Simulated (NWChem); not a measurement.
Correlation energy of acetamide (C₂H₅NO)

```
C
O 1 1.2158
N 1 1.3688 2 122.28
H 3 1.0106 1 122.82 2 179.25
H 3 1.0131 4 118.94 1 177.90
C 1 1.5228 2 122.89 3 178.90
H 6 1.0968 1 108.68 2 15.26
H 6 1.1015 7 109.67 1 -122.85
H 6 1.1027 7 108.59 8 -117.65
```
Charge 0, spin multiplicity 1.

The numbers come from NWChem runs, not from measurements. Structure: optimised with B3LYP/def2-SVP, a minimum by its harmonic frequencies. It is one conformer; others weren't searched.

Basis set: def2-SVP. Each correlation energy counts from its own Hartree-Fock reference.

The correlated methods keep 4 core orbitals frozen. No row is a measurement; the coupled-cluster row has its own basis-set and correlation limits.

Task: One of these methods gave a correlation energy of -623.1 mHa. Which?
A. MP2
B. SCS-MP2
C. CCSD+T(CCSD)
D. CCSD

Result: A, MP2. The others give -611.5 (SCS-MP2), -654.4 (CCSD), -676.0 (CCSD+T(CCSD)).
